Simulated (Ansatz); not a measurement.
# Al₂H (quartet): SPW92, PBE, r2SCAN over a scan of the scale of all distances, 6-31G

How well do these functionals follow the top wave-function level for Al₂H (quartet) over a scan of the scale of all distances?

Method: 6-31G, all electrons in the functionals; program: Ansatz 0.2.0, Gaussian basis.

Plan: SPW92, PBE, r2SCAN, at 0.880; 1.000; 1.137; 1.313; 1.518; 1.769; 1.973; 2.425.

8 further runs of the same task are left out: 7 that didn't finish, 1 set aside as unsound or not needed.

**1. The geometry**

The geometry derives from a PBE0/def2-TZVP stationary point (not a proven minimum). All distances are scaled together.

3 atoms, charge 0, spin multiplicity 4.

Atoms are counted from 1 here; the program's logs count them from 0.

Bond lengths: Al1–Al2 2.360 Å, Al1–H3 1.583 Å. Angles: Al2–Al1–H3 180.0°.

No dispersion term is added.

The geometry shown and the zero of energy belong to the point 1.000. The yardstick, FCI, and other wave-function levels (R restricted, U unrestricted, valence and pair active spaces) come from earlier runs.

**2. SPW92, 0.880**

Input file in.yaml:

```yaml
crystal:
  periodic: [false, false, false]
  atoms:
    - {symbol: Al, position_ang: [0.000000, 0.000000, 0.227970]}
    - {symbol: Al, position_ang: [0.000000, 0.000000, -1.849197]}
    - {symbol: H, position_ang: [0.000000, 0.000000, 1.621227]}
basis:
  gaussian: {orbitals: 6-31G}
magnetization: {spin_polarized: true, initial_magnetization: 3}
hamiltonian: {xc: {name: SPW92}}
```

Launch:

```sh
ansatz run in.yaml --threads 1 --pin off --events-out ev --progress --plain --max-ram 2393MiB
```

After this run come: SPW92, 1.000; SPW92, 1.137; SPW92, 1.313; SPW92, 1.518; SPW92, 1.769; SPW92, 1.973; SPW92, 2.425; PBE, 0.880; PBE, 1.000; PBE, 1.137; PBE, 1.313; PBE, 1.518; PBE, 1.769; PBE, 1.973; PBE, 2.425; r2SCAN, 0.880; r2SCAN, 1.000; r2SCAN, 1.137; r2SCAN, 1.313; r2SCAN, 1.518; r2SCAN, 1.769; r2SCAN, 1.973; r2SCAN, 2.425.

**Question.** What will the summary of the whole plan be? Wanted: span of the FCI curve; largest miss, SPW92; largest miss, PBE; largest miss, r2SCAN; largest miss, RCCSD(T); largest miss, UCCSD(T).

**Answer**, as computed:

| quantity | value |
| --- | --- |
| span of the FCI curve | 240.7 kJ/mol |
| largest miss, SPW92 | +118.8 kJ/mol (2.425) |
| largest miss, PBE | +82.8 kJ/mol (2.425) |
| largest miss, r2SCAN | +118.4 kJ/mol (2.425) |
| largest miss, RCCSD(T) | +3.9 kJ/mol (1.518) |
| largest miss, UCCSD(T) | +7.0 kJ/mol (1.518) |

**Reading.** Of the functionals, PBE keep the smallest largest miss at the points compared (at most 82.8 kJ/mol) and SPW92 strays most (118.8 kJ/mol, at 2.425). Functionals and the yardstick converge differently with the basis, so part of each miss in 6-31G is the basis.
